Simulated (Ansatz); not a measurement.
Geometry optimisation, Ansatz, RKS B3LYP-D4/def2-SVP.

The input (input.yaml):

```yaml
crystal:
  periodic: [false, false, false]
  atoms:
    - { symbol: Si, position_ang: [-0.42288, 0.301919, -0.400556] }
    - { symbol: C, position_ang: [-0.12693, -0.247827, 2.628081] }
    - { symbol: H, position_ang: [-0.38083, -0.575615, 3.648765] }
    - { symbol: H, position_ang: [0.350082, -1.083002, 2.098138] }
    - { symbol: H, position_ang: [0.574282, 0.59596, 2.691651] }
    - { symbol: H, position_ang: [0.481663, 1.24108, 0.298606] }
    - { symbol: H, position_ang: [-0.35672, 0.592311, -1.868306] }
    - { symbol: H, position_ang: [0.009792, -1.113053, -0.221947] }
    - { symbol: O, position_ang: [-1.977, 0.581295, 0.167827] }
    - { symbol: H, position_ang: [-2.668767, -0.010576, -0.158731] }
    - { symbol: H, position_ang: [-1.047193, 0.069507, 2.108772] }
basis:
  gaussian: { orbitals: def2-SVP }
hamiltonian:
  xc: b3lyp
  dispersion: d4
relax:
  f_tol: 0.03
  max_steps: 50
output:
  orbitals: {}
```

Command:

```bash
$ ansatz run input.yaml --threads 2 --pin off --max-ram 3072MiB --backend cpu --events-out ev --progress --plain --runs-dir out
```

Problem. Where does it end, and by what steps?

Solution. The run converged. The force dipped under the threshold on the way, but the program's further checks kept it going. After 23 steps the energy has fallen by 0.161 eV; H6 moved furthest, 1.32 Å.

| step | energy less start (eV) | largest force component (eV/Å) | accepted |
| --- | --- | --- | --- |
| 0 | 0.0000 | 0.566 | yes |
| 1 | -0.1335 | 0.156 | yes |
| 2 | -0.1464 | 0.123 | yes |
| 3 | -0.0203 | 1.362 | no |
| 4 | -0.1515 | 0.044 | yes |
| 5 | -0.1531 | 0.050 | yes |
| 6 | -0.1544 | 0.046 | yes |
| 7 | -0.1553 | 0.063 | yes |
| 8 | -0.1560 | 0.037 | yes |
| 9 | -0.1567 | 0.039 | yes |
| 10 | -0.1570 | 0.073 | yes |
| 11 | -0.1574 | 0.043 | yes |
| 12 | -0.1579 | 0.032 | yes |
| 13 | -0.1584 | 0.094 | yes |
| 14 | -0.1588 | 0.049 | yes |
| 15 | -0.1593 | 0.035 | yes |
| 16 | -0.1595 | 0.066 | yes |
| 17 | -0.1600 | 0.033 | yes |
| 18 | -0.1601 | 0.015 | yes |
| 19 | -0.1605 | 0.021 | yes |
| 20 | -0.1600 | 0.084 | no |
| 21 | -0.1609 | 0.025 | yes |
| 22 | -0.1609 | 0.050 | yes |
| 23 | -0.1611 | 0.025 | yes |

```xyz
11
Properties=species:S:1:pos:R:3
Si -0.445 0.451 -1.032
C -0.190 -0.412 3.158
H -0.950 -0.781 3.863
H 0.430 -1.255 2.817
H 0.449 0.325 3.667
H 0.488 1.606 -0.968
H -1.023 0.354 -2.409
H 0.289 -0.820 -0.753
O -1.630 0.750 0.112
H -2.305 0.073 0.243
H -0.679 0.061 2.295
```

Whether the end is a true minimum wasn't checked by a vibrational analysis.

Run time: 32 s on 2 threads of AMD EPYC 7B13 (Zen 3) (shared host), peak memory 0.17 GiB.
